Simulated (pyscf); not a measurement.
Structures and frequencies: ωB97X-D3(BJ)/def2-SVP in PySCF.

Estimate the classical barrier height and the reaction energy of `[SH][V]([Cl])([Cl])[Cl]` [doublet] + `[ClH]` → `[Cl][V]([Cl])([Cl])[Cl]` [doublet] + `[SH2]` at ωB97M-D3(BJ)/def2-TZVP. The step runs on the doublet surface, breaks S–V, Cl–H and forms Cl–V, H–S; take the separated reactants as zero.

ΔE‡ = 16.2 kcal/mol, ΔE = -6.3 kcal/mol. Zero-point energy shifts the barrier by -0.4 kcal/mol. It is a four-centre exchange, with an imaginary mode of 739i cm⁻¹. On the product side the descent ends in an adduct with a S–V contact (not fully relaxed), 7.7 kcal/mol under the separated species and 25.4 kcal/mol under the saddle at ωB97X-D3(BJ)/def2-TZVP. What is counted as broken (S–V) persists as a longer contact in the product adduct; parting that adduct is a step of its own. At ωB97X-D3(BJ)/def2-TZVP the barrier from the zero used here is 12.4 kcal/mol. One saddle was located; it need not be the lowest between these sides. Open-shell species with a d-block atom are single-reference here; other states, and whether the spin sits on metal or ligand, were not checked.
